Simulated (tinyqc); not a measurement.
LCCD on RHF in the sto-3g basis, frozen core, for H2F+, spin multiplicity 1, step by step. One step of it, computed by the program tinyqc.

Problem. LCCD: starting amplitudes. t_ij^ab = <ij||ab> / (e_i + e_j - e_a - e_b), whose energy is MP2.

orbital energies (hartree): MO1 -26.574349, MO2 -1.987080, MO3 -1.108199, MO4 -1.017767, MO5 -0.998043, MO6 -0.087909, MO7 0.073119

Two-electron integrals over orbitals (pq|rs), unique and non-zero (hartree); the lowest 1 orbital is frozen and left out:
```
(22|22) 0.859386    (32|22) 0.001986    (32|32) 0.153633    (33|22) 0.747657
(33|32) -0.005248   (33|33) 0.718725    (42|22) -0.006493   (42|32) 0.001918
(42|33) -0.007928   (42|42) 0.161350    (43|22) 0.008847    (43|32) 0.007076
(43|33) 0.009969    (43|42) -0.010672   (43|43) 0.048780    (44|22) 0.811037
(44|32) -0.013047   (44|33) 0.698772    (44|42) -0.082376   (44|43) 0.010450
(44|44) 0.866359    (52|52) 0.183373    (53|52) -0.006923   (53|53) 0.037828
(54|52) -0.031114   (54|53) 0.002288    (54|54) 0.052018    (55|22) 0.882967
(55|32) -0.009807   (55|33) 0.737569    (55|42) -0.050655   (55|43) 0.011524
(55|44) 0.824467    (55|55) 0.997514    (62|22) -0.129540   (62|32) 0.015457
(62|33) -0.081726   (62|42) -0.046770   (62|43) -0.003926   (62|44) -0.088524
(62|55) -0.133988   (62|62) 0.068379    (63|22) 0.045971    (63|32) 0.019852
(63|33) 0.040642    (63|42) -0.011617   (63|43) 0.018587    (63|44) 0.034176
(63|55) 0.048619    (63|62) -0.016275   (63|63) 0.069308    (64|22) -0.155694
(64|32) -0.010666   (64|33) -0.093148   (64|42) 0.013973    (64|43) -0.008066
(64|44) -0.158890   (64|55) -0.161019   (64|62) 0.055905    (64|63) -0.034580
(64|64) 0.087842    (65|52) -0.046712   (65|53) 0.006421    (65|54) -0.010535
(65|65) 0.023173    (66|22) 0.547214    (66|32) -0.035313   (66|33) 0.532486
(66|42) 0.063179    (66|43) -0.026833   (66|44) 0.528377    (66|55) 0.527971
(66|62) -0.045057   (66|63) -0.037169   (66|64) -0.011484   (66|66) 0.569146
(72|22) -0.043740   (72|32) -0.067290   (72|33) -0.018633   (72|42) -0.002383
(72|43) 0.019480    (72|44) -0.034799   (72|55) -0.043833   (72|62) 0.006597
(72|63) 0.019516    (72|64) 0.017586    (72|66) -0.016056   (72|72) 0.059888
(73|22) -0.211334   (73|32) 0.021545    (73|33) -0.160947   (73|42) 0.052576
(73|43) -0.000665   (73|44) -0.196652   (73|55) -0.231104   (73|62) 0.061196
(73|63) -0.011931   (73|64) 0.086413    (73|66) -0.029566   (73|72) 0.025348
(73|73) 0.163127    (74|22) -0.011779   (74|32) 0.049667    (74|33) -0.006405
(74|42) -0.008896   (74|43) -0.006813   (74|44) -0.015049   (74|55) -0.013055
(74|62) 0.011626    (74|63) 0.038030    (74|64) -0.004887   (74|66) -0.032739
(74|72) -0.008096   (74|73) 0.020845    (74|74) 0.045398    (75|52) -0.014975
(75|53) -0.024551   (75|54) 0.000498    (75|65) 0.001934    (75|75) 0.020540
(76|22) 0.002691    (76|32) 0.077492    (76|33) 0.000579    (76|42) 0.007276
(76|43) 0.044264    (76|44) -0.012527   (76|55) -0.002881   (76|62) -0.003357
(76|63) 0.069598    (76|64) -0.023338   (76|66) -0.067173   (76|72) 0.003688
(76|73) 0.031548    (76|74) 0.048636    (76|76) 0.126123    (77|22) 0.601666
(77|32) 0.046101    (77|33) 0.600742    (77|42) 0.006944    (77|43) 0.022651
(77|44) 0.571304    (77|55) 0.587629    (77|62) -0.040295   (77|63) 0.053524
(77|64) -0.045585   (77|66) 0.489084    (77|72) -0.012454   (77|73) -0.051455
(77|74) 0.027219    (77|76) 0.063174    (77|77) 0.598135
```

Give: Starting amplitudes; correlation energy.

Solution.

Starting amplitudes (spin orbitals 1a, 1b, ...; amplitudes related by a flip of all spins are not repeated; the 24 largest):
```
from      to          t
3a 3b  7a 7b     -0.069
4a 4b  6a 6b     -0.047
3a 4b  6b 7a      0.041
3a 3b  6a 6b     -0.034
3a 4a  6a 7a      0.023
4a 4b  7a 7b     -0.021
2a 3b  6a 7b     -0.020
2a 4b  6a 6b     -0.020
3a 4b  6a 7b     -0.018
2a 2b  6a 6b     -0.018
3a 4b  6a 6b      0.018
2a 2b  7a 7b     -0.015
2a 3a  6a 7a     -0.014
5a 5b  6a 6b     -0.013
5a 5b  7a 7b     -0.010
3a 4b  7a 7b     -0.009
2a 3b  7a 7b     -0.008
2a 3b  6b 7a      0.006
2a 4b  6b 7a      0.006
2a 3b  6a 6b      0.006
3a 3b  6a 7b      0.005
2a 4b  6a 7b  -3.89e-03
2a 4b  7a 7b   2.57e-03
4a 4b  6a 7b   2.42e-03
```

correlation energy = -0.04071 hartree
